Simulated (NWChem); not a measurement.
The numbers come from NWChem runs, not from measurements. System: C₂H₅O, charge 0, spin multiplicity 2, at a geometry optimised with UPBE/def2-SVP. The structure started from a generated list of species. Its SCF solution wasn't tested for a lower state. Level: UMP2/def2-TZVP, 3 core orbitals frozen.

Input file:

```
start mol
memory heap 200 mb stack 900 mb global 1100 mb
geometry units angstroms nocenter noautoz
  C     -1.183877     0.252963     0.000000
  C      0.342079     0.357036     0.000000
  O      1.044934    -0.789082     0.000000
  H     -1.660050     1.254915     0.000000
  H     -1.532779    -0.299922    -0.895297
  H     -1.532779    -0.299922     0.895297
  H      0.708461     0.998795     0.860632
  H      0.708461     0.998795    -0.860632
  symmetry group Cs
end
basis spherical
  * library def2-tzvp
end
scf
  uhf
  nopen 1
  maxiter 100
  thresh 1e-7
  semidirect memsize 60000000 filesize 0
  # guess.movecs holds the orbitals of an unrestricted PBE0 run
  vectors input guess.movecs output mol.movecs
end
mp2
  freeze core 3
end
task mp2 energy
```

Part of the output:

```
             Northwest Computational Chemistry Package (NWChem) 7.3.0
             --------------------------------------------------------

                                NWChem Input Module
                                -------------------

 Scaling coordinates for geometry "geometry" by  1.889725989
 (inverse scale =  0.529177249)

 Turning off AUTOSYM since
 SYMMETRY directive was detected!

                             Geometry "geometry" -> ""
                             -------------------------

 Output coordinates in angstroms (scale by  1.889725989 to convert to a.u.)

  No.       Tag          Charge          X              Y              Z
 ---- ---------------- ---------- -------------- -------------- --------------
    1 C                    6.0000    -1.18387700     0.25296300     0.00000000
    2 C                    6.0000     0.34207900     0.35703600     0.00000000
    3 O                    8.0000     1.04493400    -0.78908200     0.00000000
    4 H                    1.0000    -1.66005000     1.25491500     0.00000000
    5 H                    1.0000    -1.53277900    -0.29992200    -0.89529700
    6 H                    1.0000    -1.53277900    -0.29992200     0.89529700
    7 H                    1.0000     0.70846100     0.99879500     0.86063200
    8 H                    1.0000     0.70846100     0.99879500    -0.86063200

 Effective nuclear repulsion energy (a.u.)      73.9619908764

            Nuclear Dipole moment (a.u.)
            ----------------------------
        X                 Y               Z
 ---------------- ---------------- ----------------
    -0.0000037795    -0.0000018897     0.0000000000

      Symmetry information
      --------------------

 Group name             Cs
 Group number              2
 Group order               2
 No. of unique centers     6

      Symmetry unique atoms

     1    2    3    4    5    7


 Summary of "ao basis" -> "" (spherical)
 ------------------------------------------------------------------------------
       Tag                 Description            Shells   Functions and Types
[...]
  AO/Fock/Back tols     =   1.0D-09  1.0D-09  1.0D-09

 GA uses MA = F    GA memory limited = T

 Available:
  local mem=  1.26D+08
 global mem=  1.44D+08
 local disk=  0.00D+00
  mp2_memr nvloc                   110
  nvloc new                   110
   1 passes of  10:        5242880                      85841                  28337735.
   1 passes of  10: M    126151784           G      144148942           F     120908904.

 Semi-direct pass number   1 of   1  for UHF alpha       at        5.8s
  vrange nnbf                  7570
  mp2_eaftype                   108  avail_ma_in_mb                  1099
 EAF : mp2_eaftype filesize         108   14168868.
  mp2_eaf for mointskh                    108
Node 0 wrote     66.6 Mb in      0.1 s     Agg I/O rate:  1290.5 Mb/s
 Done moints_semi at        9.6s
  mp2_eaftype                   108  avail_ma_in_mb                   991
 EAF : mp2_eaftype filesize         108   14168868.
  mp2_eaf for kh                   108
 Done maket at        9.8s
 Done multipass loop at        9.8s

 GA uses MA = F    GA memory limited = T

 Available:
  local mem=  1.26D+08
 global mem=  1.44D+08
 local disk=  0.00D+00
  mp2_memr nvloc                   111
  nvloc new                   111
   1 passes of   9:        5242880                      80793                  25738197.
   1 passes of   9: M    126151784           G      144148942           F     120908904.

 Semi-direct pass number   1 of   1  for UHF beta        at        9.8s
  vrange nnbf                  7570
  mp2_eaftype                    98  avail_ma_in_mb                  1099
 EAF : mp2_eaftype filesize          98   12869099.
  mp2_eaf for mointskh                     98
Node 0 wrote     60.5 Mb in      0.1 s     Agg I/O rate:  1195.1 Mb/s
 Done moints_semi at       13.4s
  mp2_eaftype                    98  avail_ma_in_mb                  1001
 EAF : mp2_eaftype filesize          98   12869099.
  mp2_eaf for kh                    98
 Done maket at       13.7s
 Done multipass loop at       13.7s

          -------------------------------------------
          SCF energy                -153.518135179713
          Correlation energy          -0.527898083813
          Singlet pairs                0.000000000000
          Triplet pairs                0.000000000000
          Total MP2 energy          -154.046033263526
          -------------------------------------------

          ---------------------------------------------------
                    Spin Component Scaled (SCS) MP2
          Same spin pairs                     -0.121028923242
          Same spin scaling factor             0.333333333333
          Opposite spin pairs                 -0.406869160571
          Opposite spin scaling fact.          1.200000000000
          SCS-MP2 correlation energy          -0.528585967099
          Total SCS-MP2 energy              -154.046721146812
          ---------------------------------------------------

 -----------------------
 Performance information
 -----------------------

 Timer overhead =  9.63D-08 seconds/call

               Nr. of calls         CPU time (s)                 Wall time (s)                GFlops
             ---------------    -------------------     ------------------------------   -------------------
Name         Min   Avg   Max    Min     Avg     Max     Min     Avg     Max   Mx/calls   Min     Max     Sum
mp2: moin     2     2     2    7.4     7.4     7.4      7.4     7.4     7.4     3.7      0.0     0.0     0.0
mp2: make     2     2     2   0.47    0.47    0.47     0.47    0.47    0.47    0.24      0.0     0.0     0.0
mp2: tota     1     1     1    7.9     7.9     7.9      7.9     7.9     7.9     7.9      0.0     0.0     0.0

 The average no. of pstat calls per process was 5.00D+00
 with a timing overhead of 4.81D-07s

 Task  times  cpu:       13.7s     wall:       13.7s

 Total times  cpu:       13.7s     wall:       13.7s
```
